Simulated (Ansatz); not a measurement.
# Cr2N: computed properties

All numbers below come from DFT PBEsol, scalar-relativistic, plane waves, PAW (Ansatz 0.2.0).

Plane waves to 420 eV, a k mesh through Γ of 12×12×8 on the computed 9-atom cell and Gaussian smearing (0.10 eV); no spin polarisation.

The structure is relaxed at this level of theory with its symmetry kept.

The structure is trigonal, space group P-31m (No. 162). Conventional cell: a = 4.721 Å, b = 4.721 Å, c = 4.356 Å, α = 90.00°, β = 90.00°, γ = 120.00°. Cr (site symmetry m) has 3 N at 1.89 to 1.92 Å as nearest neighbours. N (site symmetry 32) has 6 Cr at 1.92 Å as nearest neighbours. N (site symmetry -3m) is surrounded by 6 Cr at 1.89 Å.

```
Volume per atom                                                   : 9.34 Å³
Formation energy from the elements' standard states (uncorrected) : -0.537 eV/atom
Kohn–Sham band gap                                                : none (metal)
Density of states at the Fermi level                              : 9.98 states/eV per cell
Löwdin character within 0.5 eV of the Fermi level                 : Cr 3d 95 %
Bulk modulus                                                      : 314 GPa
Its pressure derivative                                           : 4.6
Bader charges (e)                                                 : Cr (6 in the cell) 0.77, N (2 in the cell) -1.50, N (1 in the cell) -1.59
```

Spin polarisation was left out, and a magnetic state may lie lower.

A ferromagnetic start lost its moments in a first run, so spin was left out; other magnetic orders weren't tried.

Cost: 9 runs of about 35 core-minutes in all, on Intel Xeon Platinum 8259CL (Skylake/Cascade Lake) (shared hosts).